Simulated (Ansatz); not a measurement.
Predict the output of the script below (Ansatz 0.2.0 through its Python package).

The script, `run_bend.py`:
```python
'''Bending curve of H4NOSi.'''

import ansatz as az
from ase import Atoms

config = {
    'basis': 'cc-pVDZ',
    'xc': 'B3LYP',
    'force_tol': 0.02,
}


def main() -> None:
    atoms = Atoms(['N', 'Si', 'O', 'H', 'H', 'H', 'H'], positions=[
        [-0.9936, -0.5071, 0.6868],
        [0.1459, 0.3297, -0.3225],
        [1.4255, -0.6103, 0.0206],
        [-1.8529, 0.0493, 0.5406],
        [-0.2088, 0.2152, -1.769],
        [0.361, 1.7402, 0.1291],
        [1.1842, -1.285, 0.6688],
    ])

    # relax first, so that the scan starts from a minimum
    first = (
        az.Crystal.molecule_from_ase(atoms).calculation()
        .basis(gaussian=config['basis'])
        .functional(config['xc'])
        .spin('collinear', total=1)
        .relax(force_tolerance=config['force_tol'], max_steps=80)
    )
    atoms.positions = first.run(threads=1).report['positions_ang']

    rows = []
    for angle in [85, 95, 105, 115, 125, 140, 160]:
        bent = atoms.copy()
        bent.set_angle(1, 0, 3, angle, indices=[3])
        job = (
            az.Crystal.molecule_from_ase(bent).calculation()
            .basis(gaussian=config['basis'])
            .functional(config['xc'])
            .spin('collinear', total=1)
        )
        rows.append((angle, job.run(threads=1).report['free_energy_ev']))
    floor = min(e for _, e in rows)
    for angle, e in rows:
        print(f'angle Si1-N0-H3 = {angle:3d} deg   {1000 * (e - floor):9.1f} meV')


if __name__ == '__main__':
    main()
```

Output of `python run_bend.py`:
```text
angle Si1-N0-H3 =  85 deg       319.9 meV
angle Si1-N0-H3 =  95 deg       111.7 meV
angle Si1-N0-H3 = 105 deg        13.4 meV
angle Si1-N0-H3 = 115 deg         0.0 meV
angle Si1-N0-H3 = 125 deg        48.8 meV
angle Si1-N0-H3 = 140 deg       190.2 meV
angle Si1-N0-H3 = 160 deg       396.3 meV
```

Notes:
- The scan is rigid, and the energies are electronic, in a modest basis. The zero is the lowest point of the grid, which needn't be the minimum.
- The species is open-shell (spin multiplicity 2).
- b3lyp holds the VWN-RPA fit, as in Gaussian; the form of ORCA and Turbomole is b3lyp5.
- Hardware and time: 3.1 min on 1 thread of AMD EPYC 7571, on a shared host, peak memory 0.23 GiB.
